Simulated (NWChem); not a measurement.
# One shape, several levels: C3H3OS− (SMILES C=CC(=O)[S-])

Aim: a comparison of 4 runs (HF/STO-3G, HF/3-21G, B3LYP/6-31G*) of C3H3OS−. 

The calculation is run with NWChem 7.3.0.

### 1 The structure to begin with

The species is C3H3OS− (8 atoms), meant as a singlet with charge -1. SMILES: `C=CC(=O)[S-]`. Geometry: relaxed at GFN2-xTB. This is one conformer, not always the lowest.

Bond lengths: C1–C2 1.326 Å, C2–C3 1.487 Å, C3–O4 1.231 Å, C3–S5 1.702 Å, C1–H6 1.081 Å, C1–H7 1.079 Å, C2–H8 1.083 Å. Angles: C1–C2–C3 122.9°, C2–C3–O4 121.5°, C2–C3–S5 112.7°, O4–C3–S5 125.8°, C1–C2–H8 121.8°, C3–C2–H8 115.3°, C2–C1–H6 123.1°, C2–C1–H7 120.0°, H6–C1–H7 116.9°.

### 2 Energy and forces at HF/STO-3G (run 1)

The input, input.xyz:

```xyz
8
C3H3OS hf
C      0.328900    -0.104350     1.241910
C     -0.442690    -0.015560     0.167100
C      0.102010     0.113610    -1.210280
O      1.313060     0.180450    -1.420300
S     -1.116810     0.149420    -2.397840
H     -0.063930    -0.204070     2.244490
H      1.402550    -0.079460     1.138110
H     -1.523090    -0.040040     0.236820
```

The input, run.py:

```python
from ase.io import read
from ase.calculators.nwchem import NWChem

mol = read('input.xyz')

calc = NWChem(
    label='input',
    theory='scf',
    memory='2200 mb',
    basis='STO-3G',
    basispar='spherical bse',
    charge=-1,
    scf={'nopen': '0', 'rhf': None, 'thresh': '1e-08', 'maxiter': '80', 'print': 'low'},
)
mol.calc = calc

forces = mol.get_forces()
print("Total energy (eV):", round(mol.get_potential_energy(), 6))
print("forces (eV/A):")
for s, f in zip(mol.symbols, forces):
    print(f"{s:2s} {f[0]:10.5f} {f[1]:10.5f} {f[2]:10.5f}")
```

Launch:

```
$ export ASE_NWCHEM_COMMAND="nwchem PREFIX.nwi > PREFIX.nwo"
$ python run.py
```

Standard output:

```text
Total energy (eV): -15803.01864
forces (eV/A):
C    -1.06115    0.03651   -0.58935
C     0.96062   -0.24667    3.18832
C    -2.00361    0.18198   -3.35663
O     2.11262    0.03857    0.64890
S    -0.12712    0.00910   -0.20620
H     0.11678   -0.00499    0.05425
H     0.05276    0.00062    0.05050
H    -0.05091   -0.01507    0.21016
```

The calculator wrote input.nwi:

```
title "input"

permanent_dir input

scratch_dir input

start input

geometry units angstrom nocenter noautosym noautoz
  C  3.2890000000000003e-01 -1.0435000000000000e-01 1.2419100000000001e+00
  C  -4.4268999999999997e-01 -1.5559999999999999e-02 1.6710000000000000e-01
  C  1.0201000000000000e-01 1.1361000000000000e-01 -1.2102800000000000e+00
  O  1.3130599999999999e+00 1.8045000000000000e-01 -1.4202999999999999e+00
  S  -1.1168100000000001e+00 1.4942000000000000e-01 -2.3978400000000000e+00
  H  -6.3930000000000001e-02 -2.0407000000000000e-01 2.2444899999999999e+00
  H  1.4025500000000000e+00 -7.9460000000000003e-02 1.1381100000000000e+00
  H  -1.5230900000000001e+00 -4.0039999999999999e-02 2.3682000000000000e-01
end

charge -1

memory 2200 mb

basis spherical bse noprint
   * library STO-3G
end

scf
  nopen 0
  rhf
  thresh 1e-08
  maxiter 80
  print low
end

task scf gradient
```

input.nwo:

```text
Northwest Computational Chemistry Package (NWChem) 7.3.0
             --------------------------------------------------------

           Job information
           ---------------

    nwchem branch   = 7.3.0
    use scalapack   = T
    input           = input.nwi
    prefix          = input.
    data base       = input/input.db
    status          = startup
    nproc           =        1

           Memory information
           ------------------

    heap     =     72089596 doubles =      550.0 Mbytes
    stack    =     72089601 doubles =      550.0 Mbytes
    global   =    144179200 doubles =     1100.0 Mbytes (distinct from heap & stack)
    total    =    288358397 doubles =     2200.0 Mbytes
    verify   = yes
    hardfail = no

           Directory information
           ---------------------

  0 permanent = input
  0 scratch   = input

                                NWChem Input Module
                                -------------------

                                       input
                                       -----

[... 26 lines left out ...]
            Nuclear Dipole moment (a.u.)
[... 52 lines left out ...]
                                       input

  ao basis        = "ao basis"
  functions       =    32
  atoms           =     8
  closed shells   =    23
  open shells     =     0
  charge          =  -1.00
  wavefunction    = RHF
  input vectors   = atomic
  output vectors  = input/input.movecs
  use symmetry    = F
  symmetry adapt  = F

 Forming initial guess at       0.0s

 Starting SCF solution at       0.1s

       Final RHF  results
       ------------------

         Total SCF energy =   -580.750228075724
      One-electron energy =  -1198.630135762543
      Two-electron energy =    426.536798827488
 Nuclear repulsion energy =    191.343108859331

        Time for solution =      1.4s

                              NWChem Gradients Module
                              -----------------------

                         RHF ENERGY GRADIENTS

    atom               coordinates                        gradient
                 x          y          z           x          y          z
   1 C       0.621531  -0.197193   2.346870    0.020636  -0.000710   0.011461
   2 C      -0.836563  -0.029404   0.315773   -0.018681   0.004797  -0.062003
   3 C       0.192771   0.214692  -2.287098    0.038964  -0.003539   0.065276
[... 4 lines of this table left out ...]
   8 H      -2.878223  -0.075665   0.447525    0.000990   0.000293  -0.004087

 Task  times  cpu:        1.7s     wall:        1.7s
 Total times  cpu:        1.7s     wall:        1.7s
```

Run time: 2.5 s. Hardware: 1 thread of AMD EPYC 9R45 (Zen 5), shared host; peak memory 0.1 GiB.

### 3 Energy and forces at HF/3-21G (run 2)

The input, run.py:

```python
from ase import Atoms
from ase.calculators.nwchem import NWChem

system = Atoms('CCCOSHHH', positions=[
    [0.328900, -0.104350, 1.241910],
    [-0.442690, -0.015560, 0.167100],
    [0.102010, 0.113610, -1.210280],
    [1.313060, 0.180450, -1.420300],
    [-1.116810, 0.149420, -2.397840],
    [-0.063930, -0.204070, 2.244490],
    [1.402550, -0.079460, 1.138110],
    [-1.523090, -0.040040, 0.236820],
])

calc = NWChem(
    label='c3h3os',
    theory='scf',
    memory='2200 mb',
    basis='3-21G',
    basispar='spherical bse',
    charge=-1,
    scf={'nopen': '0', 'rhf': None, 'thresh': '1e-08', 'maxiter': '80', 'print': 'low'},
)
system.calc = calc

forces = system.get_forces()
print("Total energy (eV):", round(system.get_potential_energy(), 6))
print("forces (eV/A):")
for s, f in zip(system.symbols, forces):
    print(f"{s:2s} {f[0]:10.5f} {f[1]:10.5f} {f[2]:10.5f}")
```

Launch:

```
$ export ASE_NWCHEM_COMMAND="nwchem PREFIX.nwi > PREFIX.nwo"
$ python run.py
```

Standard output:

```text
Total energy (eV): -15910.885709
forces (eV/A):
C    -0.07096    0.04109   -0.35245
C    -0.00077   -0.13519    1.48882
C     1.55696    0.04556    0.39158
O     0.14280   -0.06659    0.83823
S    -1.98978    0.07137   -2.02968
H     0.03481    0.02556   -0.25541
H    -0.18167    0.00622   -0.06309
H     0.50862    0.01198   -0.01805
```

The calculator wrote c3h3os.nwi:

```
title "c3h3os"

permanent_dir c3h3os

scratch_dir c3h3os

start c3h3os

geometry units angstrom nocenter noautosym noautoz
  C  3.2890000000000003e-01 -1.0435000000000000e-01 1.2419100000000001e+00
  C  -4.4268999999999997e-01 -1.5559999999999999e-02 1.6710000000000000e-01
  C  1.0201000000000000e-01 1.1361000000000000e-01 -1.2102800000000000e+00
  O  1.3130599999999999e+00 1.8045000000000000e-01 -1.4202999999999999e+00
  S  -1.1168100000000001e+00 1.4942000000000000e-01 -2.3978400000000000e+00
  H  -6.3930000000000001e-02 -2.0407000000000000e-01 2.2444899999999999e+00
  H  1.4025500000000000e+00 -7.9460000000000003e-02 1.1381100000000000e+00
  H  -1.5230900000000001e+00 -4.0039999999999999e-02 2.3682000000000000e-01
end

charge -1

memory 2200 mb

basis spherical bse noprint
   * library 3-21G
end

scf
  nopen 0
  rhf
  thresh 1e-08
  maxiter 80
  print low
end

task scf gradient
```

c3h3os.nwo:

```text
Northwest Computational Chemistry Package (NWChem) 7.3.0
             --------------------------------------------------------

           Job information
           ---------------

    nwchem branch   = 7.3.0
    use scalapack   = T
    input           = c3h3os.nwi
    prefix          = c3h3os.
    data base       = c3h3os/c3h3os.db
    status          = startup
    nproc           =        1

           Memory information
           ------------------

    heap     =     72089596 doubles =      550.0 Mbytes
    stack    =     72089601 doubles =      550.0 Mbytes
    global   =    144179200 doubles =     1100.0 Mbytes (distinct from heap & stack)
    total    =    288358397 doubles =     2200.0 Mbytes
    verify   = yes
    hardfail = no

           Directory information
           ---------------------

  0 permanent = c3h3os
  0 scratch   = c3h3os

                                NWChem Input Module
                                -------------------

                                      c3h3os
                                      ------

[... 26 lines left out ...]
            Nuclear Dipole moment (a.u.)
[... 52 lines left out ...]
                                      c3h3os

  ao basis        = "ao basis"
  functions       =    55
  atoms           =     8
  closed shells   =    23
  open shells     =     0
  charge          =  -1.00
  wavefunction    = RHF
  input vectors   = atomic
  output vectors  = c3h3os/c3h3os.movecs
  use symmetry    = F
  symmetry adapt  = F

 Forming initial guess at       0.0s

 Starting SCF solution at       0.1s

       Final RHF  results
       ------------------

         Total SCF energy =   -584.714269784516
      One-electron energy =  -1195.003325657785
      Two-electron energy =    418.945947013937
 Nuclear repulsion energy =    191.343108859331

        Time for solution =      1.6s

                              NWChem Gradients Module
                              -----------------------

                         RHF ENERGY GRADIENTS

    atom               coordinates                        gradient
                 x          y          z           x          y          z
   1 C       0.621531  -0.197193   2.346870    0.001380  -0.000799   0.006854
   2 C      -0.836563  -0.029404   0.315773    0.000015   0.002629  -0.028953
   3 C       0.192771   0.214692  -2.287098   -0.030278  -0.000886  -0.007615
[... 4 lines of this table left out ...]
   8 H      -2.878223  -0.075665   0.447525   -0.009891  -0.000233   0.000351

 Task  times  cpu:        2.0s     wall:        2.0s
 Total times  cpu:        2.0s     wall:        2.0s
```

It took 2.8 s on 1 thread of AMD EPYC 9R45 (Zen 5), shared host; peak memory 0.099 GiB.

### 4 Energy and forces at B3LYP/6-31G(d) (spherical functions) (run 3)

The input, test.xyz:

```xyz
8
C3H3OS gradient
C      0.328900    -0.104350     1.241910
C     -0.442690    -0.015560     0.167100
C      0.102010     0.113610    -1.210280
O      1.313060     0.180450    -1.420300
S     -1.116810     0.149420    -2.397840
H     -0.063930    -0.204070     2.244490
H      1.402550    -0.079460     1.138110
H     -1.523090    -0.040040     0.236820
```

The input, run.py:

```python
from ase.io import read
from ase.calculators.nwchem import NWChem

mol = read('test.xyz')

calc = NWChem(
    label='test',
    theory='dft',
    memory='2200 mb',
    basis='6-31G*',
    basispar='spherical bse',
    charge=-1,
    dft={'xc': 'b3lyp', 'mult': '1', 'grid': 'xfine', 'convergence': 'energy 1e-08', 'iterations': '100', 'mulliken': None},
)
mol.calc = calc

forces = mol.get_forces()
print("Total energy (eV):", round(mol.get_potential_energy(), 6))
print("forces (eV/A):")
for s, f in zip(mol.symbols, forces):
    print(f"{s:2s} {f[0]:10.5f} {f[1]:10.5f} {f[2]:10.5f}")
print("dipole (e A):", mol.get_dipole_moment().round(4))
```

Launch:

```
$ export ASE_NWCHEM_COMMAND="nwchem PREFIX.nwi > PREFIX.nwo"
$ python run.py
```

Standard output:

```text
Total energy (eV): -16042.591045
forces (eV/A):
C     0.27783   -0.03625    0.47663
C    -0.24564   -0.02371    0.30565
C     0.03677    0.03708   -0.30380
O     0.95660    0.00195    0.41287
S    -1.08197    0.03893   -1.13560
H    -0.15853   -0.02700    0.26143
H     0.34278    0.01733   -0.10629
H    -0.12784   -0.00833    0.08911
dipole (e A): [ 0.169  -0.154   1.9637]
```

The calculator wrote test.nwi:

```
title "test"

permanent_dir test

scratch_dir test

start test

geometry units angstrom nocenter noautosym noautoz
  C  3.2890000000000003e-01 -1.0435000000000000e-01 1.2419100000000001e+00
  C  -4.4268999999999997e-01 -1.5559999999999999e-02 1.6710000000000000e-01
  C  1.0201000000000000e-01 1.1361000000000000e-01 -1.2102800000000000e+00
  O  1.3130599999999999e+00 1.8045000000000000e-01 -1.4202999999999999e+00
  S  -1.1168100000000001e+00 1.4942000000000000e-01 -2.3978400000000000e+00
  H  -6.3930000000000001e-02 -2.0407000000000000e-01 2.2444899999999999e+00
  H  1.4025500000000000e+00 -7.9460000000000003e-02 1.1381100000000000e+00
  H  -1.5230900000000001e+00 -4.0039999999999999e-02 2.3682000000000000e-01
end

charge -1

memory 2200 mb

basis spherical bse noprint
   * library 6-31G*
end

dft
  xc b3lyp
  mult 1
  grid xfine
  convergence energy 1e-08
  iterations 100
  mulliken
end

task dft gradient
```

test.nwo, shortened:

```text
[...]
         Total DFT energy =     -589.554351646362
[...]
  wavefunction    = closed shell
                         DFT ENERGY GRADIENTS
    atom               coordinates                        gradient
                 x          y          z           x          y          z
   1 C       0.621531  -0.197193   2.346870   -0.005403   0.000705  -0.009269
   2 C      -0.836563  -0.029404   0.315773    0.004777   0.000461  -0.005944
   3 C       0.192771   0.214692  -2.287098   -0.000715  -0.000721   0.005908
[... 4 lines of this table left out ...]
   8 H      -2.878223  -0.075665   0.447525    0.002486   0.000162  -0.001733
[...]
```

Run time: 23 s. Hardware: 1 thread of AMD EPYC 9R45 (Zen 5), shared host; peak memory 0.14 GiB.

### 5 Energy and forces at B3LYP/6-31G(d) (Cartesian functions) (run 4)

The input, nw.nw:

```
start nw
title "C3H3OS gradient"
memory total 2200 mb
charge -1

geometry noautosym nocenter noautoz
C      0.328900    -0.104350     1.241910
C     -0.442690    -0.015560     0.167100
C      0.102010     0.113610    -1.210280
O      1.313060     0.180450    -1.420300
S     -1.116810     0.149420    -2.397840
H     -0.063930    -0.204070     2.244490
H      1.402550    -0.079460     1.138110
H     -1.523090    -0.040040     0.236820
end

basis cartesian
C library 6-31G*
O library 6-31G*
S library 6-31G*
H library 6-31G*
end

dft
xc b3lyp
mult 1
grid xfine
convergence energy 1e-08
maxiter 100
mulliken
end

task dft gradient
```

Launch:

```
$ nwchem nw.nw > nw.out
```

Standard output:

```text
[...]
          Wavefunction type:  closed shell.
          No. of atoms     :     8
          No. of electrons :    46
[...]
          Charge           :    -1
          Spin multiplicity:     1
[...]
          AO basis - number of functions:    85
[...]
              XC Information
              --------------
                         B3LYP Method XC Potential
                     Hartree-Fock (Exact) Exchange  0.200
                        Slater Exchange Functional  0.800 local
                    Becke 1988 Exchange Functional  0.720 non-local
              Lee-Yang-Parr Correlation Functional  0.810
                  VWN I RPA Correlation Functional  0.190 local
[...]
 d= 0,ls=0.0,diis     1   -589.3483750901 -7.81D+02  2.88D-02  1.61D+00     1.9
[...]
 d= 0,ls=0.0,diis    12   -589.5611204034 -1.36D-09  5.87D-07  1.81D-09    19.9
         Total DFT energy =     -589.561120403430
      One electron energy =    -1199.407701551009
           Coulomb energy =      470.431516466265
    Exchange-Corr. energy =      -51.928044178017
 Nuclear repulsion energy =      191.343108859331
[...]
      Total Density - Mulliken Population Analysis
     ---------------------------------------------
    Atom       Charge   Shell Charges
 -----------   ------   -------------------------------------------------------
    1 C    6     6.35   1.99  0.70  2.07  0.56  1.01  0.01
    2 C    6     6.09   1.99  0.72  2.05  0.53  0.79  0.01
    3 C    6     5.73   1.99  0.73  1.95  0.45  0.56  0.06
    4 O    8     8.55   1.99  0.90  2.88  1.03  1.76 -0.01
    5 S   16    16.60   2.00  1.99  5.97  1.37  3.02  0.60  1.66 -0.01
    6 H    1     0.92   0.54  0.38
    7 H    1     0.87   0.53  0.35
    8 H    1     0.89   0.53  0.36
[...]
  wavefunction    = closed shell
                         DFT ENERGY GRADIENTS
    atom               coordinates                        gradient
                 x          y          z           x          y          z
   1 C       0.621531  -0.197193   2.346870   -0.005185   0.000686  -0.008978
   2 C      -0.836563  -0.029404   0.315773    0.004363   0.000458  -0.006115
   3 C       0.192771   0.214692  -2.287098   -0.000737  -0.000690   0.005644
   4 O       2.481324   0.341001  -2.683978   -0.018524  -0.000041  -0.008041
   5 S      -2.110465   0.282363  -4.531261    0.021152  -0.000764   0.022245
   6 H      -0.120810  -0.385636   4.241471    0.003071   0.000523  -0.005066
   7 H       2.650435  -0.150158   2.150716   -0.006626  -0.000332   0.002028
   8 H      -2.878223  -0.075665   0.447525    0.002485   0.000160  -0.001718
[...]
```

Wall time 24 s (1 thread of AMD EPYC 9R45 (Zen 5), shared host); peak memory 0.15 GiB.

### 6 The series

| run | level | iteration cap | module | energy (Eh) | largest force (eV/Å) | wall time |
| --- | --- | --- | --- | --- | --- | --- |
| 1 | HF/STO-3G | 80 | scf | -580.750228 | 3.913 | 2.5 s |
| 2 | HF/3-21G | 80 | scf | -584.714270 | 2.843 | 2.8 s |
| 3 | B3LYP/6-31G* (spherical functions) | 100 | dft | -589.554352 | 1.569 | 23 s |
| 4 | B3LYP/6-31G* (Cartesian functions) | 100 | dft | -589.561120 | 1.579 | 24 s |

### 7 Outcome

| quantity | value |
| --- | --- |
| run 4: total energy | -589.56112 Eh |
| run 4: HOMO energy | -0.02 eV |
| run 4: LUMO energy | 3.75 eV |
| run 4: HOMO–LUMO gap (to an unbound level, set by the basis) | 3.77 eV |
| run 4: largest force on an atom | 1.579 eV/Å |

In words: In run 1 the basis is minimal, so the values are rough. All runs together took 53 s, the longest 24 s.
